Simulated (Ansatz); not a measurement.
Results of PBE-D3(BJ) (Ansatz, an electronic-structure program, PAW) for 1T (CdI2-type) CdI2.

Settings: plane-wave cutoff 520 eV, 12×12×6 k mesh (along the axes of the cell as run), Fermi–Dirac smearing 0.01 eV, scalar-relativistic PAW data made under PBE.

Energies at three volumes about the minimum:

```csv
V (Å³/atom),E − E_lowest (meV/atom)
34.750,0.76
35.459,0.00
36.168,0.69
```

Fit a parabola by hand: where is the minimum, and what is the bulk modulus?

Slopes: (0.00 − 0.76)/(35.459 − 34.750) = -1.072 and (0.69 − 0.00)/(36.168 − 35.459) = 0.973 meV/Å³. Curvature E″ = 2 × (0.973 − (-1.072))/(36.168 − 34.750) = 2.884 meV/Å⁶. From the middle of the first interval, the slope vanishes at V0 = 35.1045 − (-1.072)/2.884 = 35.476 Å³/atom. B = V0 E″ = 35.476 × 2.884 meV/Å³ × 0.1602 GPa per meV/Å³ = 16.4 GPa. The full Birch–Murnaghan fit to all volumes gives V0 = 35.451 Å³/atom and B0 = 16.3 GPa.

Shape and atoms are relaxed at each volume.

Note: the bulk modulus comes from volumes at which shape and atoms were relaxed.
